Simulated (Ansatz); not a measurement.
Cu (fcc, Cu type): values from a third-order Birch-Murnaghan fit to a volume scan beside measured ones. Computed values: PBE (plane waves to 420 eV, PAW, scalar-relativistic; Ansatz, an electronic-structure program). Cu is run without spin polarisation. Cu was relaxed with its symmetry unable to fall. The PAW data are Ansatz's earlier set.

| quantity | reference | kind |
|---|---|---|
| Lattice constant a (Å) | 3.595 | measured, corrected to the static lattice |
| Bulk modulus B₀ (GPa) | 144.3 | measured, corrected to the static lattice |

References as given in: Gábor I. Csonka, John P. Perdew, Adrienn Ruzsinszky et al., Physical Review B (2009), arXiv:0903.4037; Daniel Mejia-Rodriguez, S. B. Trickey, Physical Review B (2018), arXiv:1807.09216.

Q: What does PBE give, and how far is that from the reference?

A: 
```tsv
quantity	PBE	difference
Lattice constant a (Å)	3.629	+0.9 %
Bulk modulus B₀ (GPa)	141	-2.1 %
```

PBE overestimates the lattice constant a by 0.9 %. For the bulk modulus B₀ it lies within 5 % of the reference.

(Under strain, the slope of the energy per volume gives the stress and its curvature an elastic modulus.)
